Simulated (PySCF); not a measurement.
**Exact simulation of a proton spin system**

Molecule: `[CH]F`, CHF.

Cartesian coordinates in Å; atom numbers follow the order of the lines, from 1:
```xyz
3

C     0.217   -0.460    0.000
F     0.687    0.746    0.000
H    -0.904   -0.286    0.000
```

[PySCF: shielding tensors at HF/pcSseg-2 (GIAO); spin–spin couplings from B3LYP/pcJ-1; structure optimised with PBE0-D3(BJ)/def2-SVP; isolated molecule; a single conformation; relativity neglected]

Shifts are taken against calculated references (same method and geometry level): $^{1}$H vs TMS.

Shifts (ppm): F2 624.0, H3 18.02.
Couplings (Hz): F2–H3: 17.4.

The 2-spin Hamiltonian (Zeeman plus full scalar coupling among like nuclei) was diagonalised exactly; lines are Lorentzian, 0.5 Hz wide, and the maxima above 3 % are listed with the tallest set to 100.

**Question.** Give the $^{1}$H peak list of this spin system at 100 MHz.

**Answer.** 
Hz from δ = 0 (height): 1810.7 (100), 1793.3 (100)

**Question.** And at 700 MHz?

**Answer.** 
δ in ppm (height): 18.032 (100), 18.008 (100)
